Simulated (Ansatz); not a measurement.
**Relaxing BeAs3**

The calculation used DFT PBE, scalar-relativistic, plane waves, PAW in Ansatz. Cutoff 420 eV, Γ-centred k mesh, Gaussian smearing, no spin polarisation in the final step.

The start puts BeAs3 on the Ni3Sn (D0_19) structure type (P6_3/mmc, No. 194), with Be in place of Sn, As in place of Ni, at a guessed volume.

```
CELL_PARAMETERS angstrom
5.88908 0.00000 0.00000
-2.94454 5.10010 0.00000
0.00000 0.00000 4.72690
ATOMIC_POSITIONS crystal
Be 0.33333 0.66667 0.25000
Be 0.66667 0.33333 0.75000
As 0.83300 0.66600 0.25000
As 0.16700 0.83300 0.75000
As 0.33400 0.16700 0.25000
As 0.16700 0.33400 0.75000
As 0.83300 0.16700 0.25000
As 0.66600 0.83300 0.75000
```

Cell and atoms relax at zero pressure; the relaxation can't lower the symmetry of the start. After a coarse first stage the cell is made exact in the group found at 0.06 Å.

Energies over the elements count from the elements' standard structures at the same level, with no empirical corrections.

Q: What does it relax into?

A: It keeps P6_3/mmc (No. 194), but not the shape of the type it started on. Conventional cell: a = 8.210 Å, c = 3.592 Å. Be has 6 As at 2.32 Å; As has 2 Be at 2.32 Å and 2 As at 2.53 Å.

```
Be As
1.0
     8.20992    0.00000    0.00000
    -4.10496    7.11000    0.00000
     0.00000    0.00000    3.59241
Be As
2 6
Cartesian
  0.0000 4.7400 0.8981
  4.1050 2.3700 2.6943
  4.1050 3.8335 0.8981
  -1.2675 5.4718 2.6943
  2.8375 1.6382 0.8981
  0.0000 3.2765 2.6943
  5.3724 1.6382 0.8981
  1.2675 5.4718 2.6943
```

Q: What are its volume, energy, density and gap?

A: The volume per atom is 26.2 Å³. The density is 3.7 g/cm³, the energy over the elements is 0.20 eV/atom and the gap on the 6×6×10 mesh is 0 eV (a metal).

The final run used a 6×6×10 mesh on its 8-atom cell and 0.10 eV smearing. For metals, differences of a few meV/atom aren't resolved. No dispersion correction is applied, so the spacing between layers, chains or molecules is poorly fixed, and with it the volume and density. Symmetry constrained the relaxation, so the result can be a saddle point.

Cost: 4 runs of about 5.1 core-minutes in all, on Arm Neoverse V2 (shared hosts).